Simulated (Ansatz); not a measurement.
Rock-salt TiC was calculated with r²SCAN (Ansatz, an electronic-structure program, plane waves, PAW).

A relaxed, unreconstructed slab of the (100) face has 12 atoms, two equal faces of 9.366 Å² each and an energy of -16546.0004 eV. A bulk cell of 4 atoms with the same orientation and in-plane k mesh has -5516.0299 eV. Energies are extrapolated to zero smearing.

Settings: plane-wave cutoff 500 eV, 14×14×1 k mesh (along the axes of the cell as run), Fermi–Dirac smearing 0.05 eV, scalar-relativistic PAW data made under PBE.

Worked out: γ = (E_slab − N E_bulk per atom)/2A = [-16546.0004 − 12 × (-5516.0299/4)]/(2 × 9.366) = 0.1115 eV/Å². With 16.022 J/m² per eV/Å² this is 1.79 J/m², or 1.04 eV per surface cell and face.
